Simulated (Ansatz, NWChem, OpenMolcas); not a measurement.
## Strength of the O–H bond: HOCN → H + NCO

Species: HOCN (cyanic acid) `N#CO`, singlet; H atom, doublet; NCO (nco radical) `[N]=C=O`, doublet. 

Shapes, held fixed at every level: PBE0-D4/def2-TZVP. Programs: Ansatz 0.2.0, NWChem 7.3.0, OpenMolcas 26.06. A level may come from different programs for different species; with the same settings they agree closely. The zero-point and thermal change to 298 K, harmonic and unscaled (PBE0-D4/def2-TZVP), is -25.8 kJ/mol.

| level | kind | ΔH(298 K) (kJ/mol) | less CCSD(T)/CBS estimate |
| --- | --- | --- | --- |
| SPW92/def2-TZVPP | LDA | +388.5 | +23.0 |
| revPBE/cc-pVTZ | GGA | +312.4 | -53.1 |
| r2SCAN-D4/def2-TZVPP | meta-GGA | +321.2 | -44.3 |
| PBE0-D4/def2-TZVPP | global hybrid | +333.0 | -32.5 |
| r2SCAN0-D4/def2-TZVPP | global hybrid | +328.1 | -37.4 |
| MP2/cc-pVTZ | perturbation theory | +382.9 | +17.4 |
| CCSD(T)/def2-SVP | coupled cluster or CI | +334.8 | -30.7 |
| CCSD(T)/CBS estimate | coupled cluster or CI | +365.5 | 0.0 |

The highest level, CCSD(T)/CBS estimate, gives ΔH(298 K) = +365.5 kJ/mol; the levels span +312.4 to +388.5. The column of differences is taken from that level and isn't an error. No measured value is set beside it here. Spin contamination: NCO (⟨S²⟩ up to 0.84). Open shells run unrestricted unless RO is named. The CBS estimate extrapolates MP2 from def2-TZVPP and def2-QZVPP and adds CCSD(T) − MP2 in the triple-zeta set, cores frozen.
